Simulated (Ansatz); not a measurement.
# SiNHO+ (doublet): from Hartree-Fock to the top rungs, def2-QZVPP

The task here is to estimate one member of a computed series from the others.

Computed with Ansatz 0.2.0, Gaussian basis. Level: def2-QZVPP, core rule «outside noble gas», up to 7 orbitals frozen.

Plan: UHF; ROHF; CCSD(T) on UHF.

2 further runs of the same task are left out: 2 set aside as unsound or not needed.

### The system

The geometry is a PBE0/def2-TZVP stationary point (not a proven minimum) of the parent state, kept for this charge and spin.

4 atoms, charge 1, spin multiplicity 2.

Atoms are counted from 1 here; the program's logs count them from 0.

Bond lengths: N1–O2 1.335 Å, N1–H4 1.025 Å, O2–Si3 1.558 Å. Angles: O2–N1–H4 102.7°, N1–O2–Si3 169.5°.

Set-up of the first run:

File in.yaml:

```yaml
crystal:
  periodic: [false, false, false]
  atoms:
    - {symbol: N, position_ang: [0.000000, -0.143210, 1.718396]}
    - {symbol: O, position_ang: [0.000000, 0.058390, 0.398268]}
    - {symbol: Si, position_ang: [0.000000, 0.009037, -1.158961]}
    - {symbol: H, position_ang: [0.000000, 0.811436, 2.092278]}
basis:
  gaussian: {orbitals: "def2-QZVPP.json"}
total_charge: 1
magnetization: {spin_polarized: true, initial_magnetization: 1}
hamiltonian: {xc: hf}
output: {orbitals: {seedname: orbitals}}
```

Launch:

```bash
$ ansatz run in.yaml --threads 1 --pin off --events-out ev --progress --plain --max-ram 2393MiB
```

Steps of the session up to this table: UHF; ROHF; CCSD(T) on UHF.

One table of the session follows, with a row left open; its other results are not shown here.

| method | from UCCSD(T) (kJ/mol) |
| --- | --- |
| ROHF | +1452.1 |
| UHF | ? |
| UMP2 | +108.7 |
| UCCSD | +61.7 |
| UCCSD(T) | 0 |

Q: Estimate the row for UHF from the others.

The run gave: from UCCSD(T) (kJ/mol): +1436.4. In the column «from UCCSD(T) (kJ/mol)» it lies between UMP2 (+108.7) and ROHF (+1452.1).
